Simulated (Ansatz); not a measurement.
# CH4NS: the cost of one run

All numbers below are computed with Ansatz 0.2.0 (RKS r2SCAN-D4/def2-SVPD).

## 1. The structure to begin with

Bond lengths: N1–C2 1.467 Å, C2–S3 1.803 Å, N1–H4 1.020 Å, N1–H5 1.020 Å, C2–H6 1.101 Å, C2–H7 1.100 Å. Angles: N1–C2–S3 115.2°, N1–C2–H6 107.1°, N1–C2–H7 107.1°, S3–C2–H6 109.5°, S3–C2–H7 109.5°, H6–C2–H7 108.1°, C2–N1–H4 106.8°, C2–N1–H5 106.8°, H4–N1–H5 105.0°.

Coordinates:

```xyz
7

N    -0.5959    0.5390   -0.5669
C     0.4567    0.0350    0.3217
S     0.3642   -1.7249    0.7018
H    -0.5572   -0.0215   -1.4179
H    -1.4868    0.2994   -0.1330
H     0.3986    0.6159    1.2548
H     1.4205    0.2572   -0.1606
```

## 2. End point A

The input, input.yaml:

```yaml
crystal:
  periodic: [false, false, false]
  atoms:
    - { symbol: "N", position_ang: [-0.59592, 0.53904, -0.5669] }
    - { symbol: C, position_ang: [0.45666, 0.03499, 0.32175] }
    - { symbol: S, position_ang: [0.36423, -1.72495, 0.70185] }
    - { symbol: H, position_ang: [-0.55722, -0.02154, -1.41786] }
    - { symbol: H, position_ang: [-1.48683, 0.29938, -0.13304] }
    - { symbol: H, position_ang: [0.39862, 0.61586, 1.2548] }
    - { symbol: H, position_ang: [1.42047, 0.25723, -0.16061] }
total_charge: -1
basis:
  gaussian: { orbitals: def2-SVPD }
hamiltonian:
  xc: r2scan
  dispersion: d4
relax:
  f_tol: 0.015
  max_steps: 40
```

Started as:

```sh
$ ansatz run input.yaml --threads 2 --pin off --max-ram 3072MiB --backend cpu --events-out ev --progress --plain --runs-dir out
```

What time and memory should one allow on 2 threads of Intel Xeon Platinum 8259CL at 2.50GHz (Skylake/Cascade Lake), shared host?

About 13 s, with a peak of 0.19 GiB.
